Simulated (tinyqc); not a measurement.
Inside a calculation. Method: Pariser-Parr-Pople SCF with singles CI, for the molecule Clc1ccsc1 (SMILES; centres numbered as the heavy atoms are written). One step of it, computed by the program tinyqc.

Task: PPP integrals. Mataga-Nishimoto: gamma = 14.399645/(R + a), a = 2 x 14.399645/(gamma_rr + gamma_ss); H_rr = -W_r - sum_(s != r) z_s gamma_rs; H_rs = beta for bonds.

Centres (angstrom, eV; a flat drawing with bonds scaled to 1.40 angstrom):
```
centre          x          y  core charge z          W   gamma_rr
1Cl      2.159000   0.000000              2  24.740000  11.350000
2C       0.759000   0.000000              1  11.930000  11.010000
3C      -0.064000   1.133000              1  11.930000  11.010000
4C      -1.395000   0.700000              1  11.930000  11.010000
5S      -1.395000  -0.700000              2  23.580000  11.720000
6C      -0.064000  -1.133000              1  11.930000  11.010000
```

Resonance integrals (eV):
```
i  j       beta
1  2  -1.610000
2  3  -2.390000
3  4  -2.390000
4  5  -2.050000
5  6  -2.050000
6  2  -2.390000
```

Give: repulsion gamma_rs; core matrix H.

Result:

repulsion gamma_rs (eV), order 1Cl, 2C, 3C, 4C, 5S, 6C:
$$\begin{pmatrix}
11.350 & 5.357 & 3.806 & 2.933 & 2.956 & 3.806 \\
5.357 & 11.010 & 5.317 & 4.030 & 4.077 & 5.317 \\
3.806 & 5.317 & 11.010 & 5.318 & 4.077 & 4.029 \\
2.933 & 4.030 & 5.318 & 11.010 & 5.399 & 4.030 \\
2.956 & 4.077 & 4.077 & 5.399 & 11.720 & 5.400 \\
3.806 & 5.317 & 4.029 & 4.030 & 5.400 & 11.010
\end{pmatrix}$$

core matrix H (eV), order 1Cl, 2C, 3C, 4C, 5S, 6C:
$$\begin{pmatrix}
-46.555 & -1.610 & 0.000 & 0.000 & 0.000 & 0.000 \\
-1.610 & -45.463 & -2.390 & 0.000 & 0.000 & -2.390 \\
0.000 & -2.390 & -42.360 & -2.390 & 0.000 & 0.000 \\
0.000 & 0.000 & -2.390 & -41.972 & -2.050 & 0.000 \\
0.000 & 0.000 & 0.000 & -2.050 & -48.445 & -2.050 \\
0.000 & -2.390 & 0.000 & 0.000 & -2.050 & -43.718
\end{pmatrix}$$
